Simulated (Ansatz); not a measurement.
A trace of molecular dynamics of CH₅O (7 atoms, charge 0, multiplicity 2).

The calculation used Ansatz 0.2.0, UKS PBE/cc-pVDZ.

```json
{
 "ensemble": "NVE (velocity Verlet)",
 "starting velocities drawn for": "300 K",
 "seed": "800853"
}
```

```csv
time (fs),T (K),potential energy less start (eV),conserved less start (meV/atom)
0.0,300,0.000,0.00
3.0,296,0.003,0.02
6.0,250,0.032,0.00
9.0,342,-0.028,-0.16
12.0,288,0.008,0.07
15.0,418,-0.078,-0.22
18.0,469,-0.112,-0.30
21.0,361,-0.039,0.11
24.0,421,-0.077,0.12
27.0,494,-0.126,-0.12
30.0,503,-0.133,-0.19
33.0,426,-0.081,0.03
36.0,403,-0.066,0.14
39.0,551,-0.165,-0.31
42.0,563,-0.172,-0.34
45.0,453,-0.099,0.04
48.0,397,-0.061,0.29
51.0,458,-0.102,-0.01
54.0,529,-0.150,-0.31
57.0,499,-0.131,-0.27
60.0,342,-0.026,0.17
63.0,414,-0.074,-0.07
66.0,467,-0.109,-0.20
69.0,487,-0.122,-0.14
72.0,363,-0.040,0.19
75.0,335,-0.022,0.10
```

Q: Can this run be trusted? Judge the integration.

A: The conserved energy stayed within 0.38 meV per atom of its start (net change 0.1 meV per atom), so the integration is sound. The system heated up, since it started high on the potential surface and ran downhill. A run of 0.075 ps of so small a system gives no equilibrium averages. The time step was 0.5 fs.

Run time: 3 min on 1 thread of Intel(R) Xeon(R) Platinum 8488C (Sapphire Rapids) (shared host), peak memory 0.12 GiB.
